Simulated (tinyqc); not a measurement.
MP2 on RHF in the sto-3g basis, frozen core, for NH3, spin multiplicity 1, step by step. One step of it, computed by the program tinyqc.

Problem. Second-order Moller-Plesset energy. E2 = sum_ijab (ia|jb) [2 (ia|jb) - (ib|ja)] / (e_i + e_j - e_a - e_b) over occupied i, j and virtual a, b; the opposite-spin part is (ia|jb)^2 / denominator, the rest is same-spin, and SCS-MP2 scales them by 6/5 and 1/3.

orbital energies (hartree): MO1 -15.285778, MO2 -1.019576, MO3 -0.533159, MO4 -0.532936, MO5 -0.317133, MO6 0.512597, MO7 0.676596, MO8 0.677069

Two-electron integrals over orbitals (pq|rs), unique and non-zero (hartree); the lowest 1 orbital is frozen and left out:
```
(22|22) 0.594153    (32|32) 0.120404    (33|22) 0.538967    (33|33) 0.559778
(42|22) -0.000066   (42|33) -0.048965   (42|42) 0.120329    (43|32) -0.048958
(43|43) 0.045097    (44|22) 0.538875    (44|33) 0.469459    (44|42) 0.049010
(44|44) 0.559768    (52|22) -0.009473   (52|33) -0.000836   (52|42) 2.90e-06
(52|44) -0.000835   (52|52) 0.108392    (53|32) -0.003813   (53|43) 0.007936
(53|53) 0.026612    (54|22) 0.000018    (54|33) 0.007951    (54|42) -0.003810
(54|44) -0.007933   (54|52) 0.000017    (54|54) 0.026610    (55|22) 0.609706
(55|33) 0.532783    (55|42) -3.57e-06   (55|44) 0.532740    (55|52) 0.074514
(55|54) 0.000041    (55|55) 0.758949    (62|22) 0.115465    (62|33) 0.067844
(62|42) 0.000060    (62|44) 0.067841    (62|52) -0.014235   (62|54) 0.000022
(62|55) 0.136053    (62|62) 0.086318    (63|32) -0.028711   (63|43) 0.036279
(63|53) 0.010577    (63|63) 0.062010    (64|22) 0.000194    (64|33) 0.036429
(64|42) -0.028746   (64|44) -0.036222   (64|52) 0.000036    (64|54) 0.010598
(64|55) 0.000229    (64|62) 0.000138    (64|64) 0.062130    (65|22) -0.049085
(65|33) -0.022903   (65|42) 0.000042    (65|44) -0.022862   (65|52) 0.045878
(65|54) 0.000027    (65|55) -0.035431   (65|62) -0.044309   (65|64) -0.000054
(65|65) 0.042080    (66|22) 0.505039    (66|33) 0.479088    (66|42) 0.000201
(66|44) 0.479269    (66|52) -0.044828   (66|54) -0.000027   (66|55) 0.484062
(66|62) 0.065476    (66|64) -0.000020   (66|65) -0.041911   (66|66) 0.489318
(72|22) -0.000157   (72|33) 0.013201    (72|42) 0.033767    (72|44) -0.013360
(72|52) 1.48e-06    (72|54) 0.015496    (72|55) -0.000183   (72|62) -0.000058
(72|64) 0.039735    (72|65) 0.000064    (72|66) -0.000052   (72|72) 0.056091
(73|32) 0.041632    (73|43) -0.015492   (73|53) -0.007397   (73|63) -0.030536
(73|73) 0.034751    (74|22) 0.116033    (74|33) 0.090246    (74|42) -0.041559
(74|44) 0.059330    (74|52) 0.030959    (74|54) 0.007400    (74|55) 0.156767
(74|62) 0.080626    (74|64) 0.030628    (74|65) -0.022808   (74|66) 0.042330
(74|72) 0.003028    (74|74) 0.134844    (75|22) 0.000026    (75|33) -0.014281
(75|42) 0.034082    (75|44) 0.014338    (75|52) -0.000063   (75|54) 0.019264
(75|55) 0.000016    (75|62) 0.000063    (75|64) -0.014094   (75|65) -0.000007
(75|66) 0.000100    (75|72) 0.011231    (75|74) -0.013121   (75|75) 0.033463
(76|22) -0.000021   (76|33) -0.051431   (76|42) 0.099795    (76|44) 0.051546
(76|52) 0.000064    (76|54) -0.013173   (76|55) 0.000065    (76|62) 0.000045
(76|64) -0.048619   (76|65) 0.000059    (76|66) 0.000212    (76|72) 0.006957
(76|74) -0.048474   (76|75) 0.027677    (76|76) 0.108387    (77|22) 0.545040
(77|33) 0.479410    (77|42) 0.027831    (77|44) 0.552857    (77|52) 0.012334
(77|54) -0.009857   (77|55) 0.559036    (77|62) 0.080224    (77|64) -0.038958
(77|65) -0.021340   (77|66) 0.488132    (77|72) -0.023779   (77|74) 0.078029
(77|75) 0.008826    (77|76) 0.040804    (77|77) 0.576878    (82|32) 0.033731
(82|43) 0.013294    (82|53) 0.015499    (82|63) 0.039735    (82|73) -0.003228
(82|82) 0.056085    (83|22) 0.115980    (83|33) 0.059340    (83|42) 0.041580
(83|44) 0.090279    (83|52) 0.030965    (83|54) -0.007368   (83|55) 0.156758
(83|62) 0.080635    (83|64) -0.030391   (83|65) -0.022772   (83|66) 0.042522
(83|72) -0.003279   (83|74) 0.067909    (83|75) 0.013165    (83|76) 0.048600
(83|77) 0.101584    (83|83) 0.134873    (84|32) 0.041598    (84|43) -0.015448
(84|53) -0.007379   (84|63) -0.030457   (84|73) 0.032346    (84|82) -0.003174
(84|84) 0.034673    (85|32) 0.034095    (85|43) -0.014289   (85|53) 0.019267
(85|63) -0.014070   (85|73) 0.013165    (85|82) 0.011229    (85|84) 0.013152
(85|85) 0.033466    (86|32) 0.099782    (86|43) -0.051357   (86|53) -0.013150
(86|63) -0.048461   (86|73) 0.048592    (86|82) 0.006978    (86|84) 0.048533
(86|85) 0.027660    (86|86) 0.108232    (87|32) -0.028188   (87|43) 0.036881
(87|53) 0.009905    (87|63) 0.039220    (87|73) -0.011988   (87|82) 0.023648
(87|84) -0.011937   (87|85) -0.008901   (87|86) -0.041026   (87|87) 0.040127
(88|22) 0.545109    (88|33) 0.553007    (88|42) -0.028064   (88|44) 0.479276
(88|52) 0.012340    (88|54) 0.009911    (88|55) 0.559088    (88|62) 0.080261
(88|64) 0.039326    (88|65) -0.021368   (88|66) 0.487992    (88|72) 0.023552
(88|74) 0.101683    (88|75) -0.008857   (88|76) -0.040951   (88|77) 0.497080
(88|83) 0.077920    (88|88) 0.577119
```

Hartree-Fock energy = -55.42973325 hartree

Give: Terms; Pair energies; MP2 correlation energy; SCS-MP2 correlation energy; MP2 total energy.

Solution.

Terms (the 40 largest of 74):
```
i  j  a  b  (ia|jb)  (ib|ja)  denominator       term
4  4  7  7    0.135    0.135       -2.419     -0.008
3  3  8  8    0.135    0.135       -2.420     -0.008
2  3  6  8    0.081    0.040       -2.742  -3.57e-03
3  2  8  6    0.081    0.040       -2.742  -3.57e-03
2  4  6  7    0.081    0.040       -2.742  -3.57e-03
4  2  7  6    0.081    0.040       -2.742  -3.57e-03
4  3  7  8    0.068    0.032       -2.420  -2.90e-03
3  4  8  7    0.068    0.032       -2.420  -2.90e-03
2  2  6  6    0.086    0.086       -3.064  -2.43e-03
4  4  6  6    0.062    0.062       -2.091  -1.85e-03
3  3  6  6    0.062    0.062       -2.092  -1.84e-03
5  5  6  6    0.042    0.042       -1.659  -1.07e-03
2  2  7  7    0.056    0.056       -3.392  -9.27e-04
2  2  8  8    0.056    0.056       -3.393  -9.27e-04
5  2  6  6   -0.044   -0.044       -2.362  -8.31e-04
2  5  6  6   -0.044   -0.044       -2.362  -8.31e-04
5  5  7  7    0.033    0.033       -1.987  -5.63e-04
5  5  8  8    0.033    0.033       -1.988  -5.63e-04
3  3  7  7    0.035    0.035       -2.420  -4.99e-04
4  4  8  8    0.035    0.035       -2.420  -4.97e-04
4  4  6  7    0.031    0.031       -2.255  -4.16e-04
4  4  7  6    0.031    0.031       -2.255  -4.16e-04
3  3  7  6   -0.031   -0.031       -2.256  -4.13e-04
3  3  6  7   -0.031   -0.031       -2.256  -4.13e-04
4  3  8  6   -0.030   -0.030       -2.256  -4.12e-04
3  4  6  8   -0.030   -0.030       -2.256  -4.12e-04
3  4  8  6   -0.030   -0.030       -2.256  -4.09e-04
4  3  6  8   -0.030   -0.030       -2.256  -4.09e-04
4  5  7  6   -0.023   -0.014       -2.039  -3.53e-04
5  4  6  7   -0.023   -0.014       -2.039  -3.53e-04
3  5  8  6   -0.023   -0.014       -2.040  -3.51e-04
5  3  6  8   -0.023   -0.014       -2.040  -3.51e-04
3  5  8  7    0.013    0.013       -2.204  -7.86e-05
5  3  7  8    0.013    0.013       -2.204  -7.86e-05
5  3  8  7    0.013    0.013       -2.204  -7.86e-05
3  5  7  8    0.013    0.013       -2.204  -7.86e-05
5  4  8  8    0.013    0.013       -2.204  -7.85e-05
4  5  8  8    0.013    0.013       -2.204  -7.85e-05
5  4  7  7   -0.013   -0.013       -2.203  -7.81e-05
4  5  7  7   -0.013   -0.013       -2.203  -7.81e-05
```

Pair energies (hartree; pair i-j sums ij and ji):
```
pair  opposite spin  same spin
2-2       -4.29e-03          0
3-2          -0.006  -1.22e-03
3-3          -0.011          0
4-2          -0.006  -1.22e-03
4-3          -0.006  -1.05e-03
4-4          -0.011          0
5-2       -1.85e-03          0
5-3       -1.02e-03  -7.42e-05
5-4       -1.02e-03  -7.45e-05
5-5       -2.19e-03          0
```

MP2 correlation energy = -0.05350 hartree

SCS-MP2 correlation energy = -0.06105 hartree

MP2 total energy = -55.48324 hartree
